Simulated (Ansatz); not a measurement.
in.yaml

```yaml
crystal:
  periodic: [false, false, false]
  atoms:
    - {symbol: S, position_ang: [0.064576, -0.266352, 2.111802]}
    - {symbol: B, position_ang: [-0.100329, -0.265400, 0.514347]}
    - {symbol: S, position_ang: [-0.023677, -0.375796, -1.249657]}
    - {symbol: H, position_ang: [0.059430, 0.907548, -1.376492]}
basis:
  gaussian: {orbitals: STO-3G}
hamiltonian: {pseudopotentials: {relativity: scalar}}
correlation: {method: fic_mrcisd_q_relaxed, electrons: outside_noble_gas, active_space: {window: {electrons: 8, orbitals: 6}}}
```

```sh
$ ansatz run in.yaml --threads 1 --pin off --events-out ev --progress --plain --max-ram 2393MiB
```

Output:

```
269 factors; integrals over basis functions are off by at most 3.9e-5 eV
mean field evaluation 1: about -22119.9856 eV, gradient 2.7e1 eV
mean field evaluation 2: about -22120.0091 eV, gradient 2.7e1 eV
mean field evaluation 4: about -22123.0469 eV, gradient 1.7e0 eV
mean field evaluation 8: about -22123.0671 eV, gradient 1.8e-2 eV
mean field -22123.06709853 eV, -813.0077203175 hartree, gradient 8.0e-7 eV, S^2 0.000000; 0 other end points of the search recorded, 0 dependent functions left out
reference -22123.06709853 eV, -813.0077203175 hartree; 19, 19 occupied and 5, 5 virtual orbitals, 269 factors
state -22124.74658737 eV, -813.0694403941 hartree
contracted CI cycle   1: correlation 0.00000000 eV, 0.0000000000 hartree, residual 9.74e0 eV
contracted CI cycle   2: correlation -2.05171591 eV, -0.0753991691 hartree, residual 2.09e0 eV
contracted CI cycle   3: correlation -2.15646366 eV, -0.0792485777 hartree, residual 9.93e-1 eV
contracted CI cycle   4: correlation -2.17509168 eV, -0.0799331447 hartree, residual 4.23e-1 eV
contracted CI cycle   5: correlation -2.17860304 eV, -0.0800621849 hartree, residual 1.52e-1 eV
contracted CI cycle   6: correlation -2.17911549 eV, -0.0800810172 hartree, residual 6.67e-2 eV
contracted CI cycle   7: correlation -2.17921126 eV, -0.0800845367 hartree, residual 2.63e-2 eV
contracted CI cycle   8: correlation -2.17922699 eV, -0.0800851149 hartree, residual 1.04e-2 eV
contracted CI cycle   9: correlation -2.17922967 eV, -0.0800852133 hartree, residual 4.06e-3 eV
contracted CI cycle  10: correlation -2.17923008 eV, -0.0800852284 hartree, residual 1.42e-3 eV
state -22124.74658737 eV, -813.0694403941 hartree; corrected -22127.04596369 eV, -813.1539409151 hartree
Total energy: -22127.04596369 eV, -813.1539409151 hartree
Relativity: scalar
```

Natural occupations: 1.9985 1.9944 1.9404 1.9256 0.0777 0.0635.

Ran on 1 thread of AMD EPYC 7B13, shared host: 1.1 s wall, 0.22 GiB peak host memory.
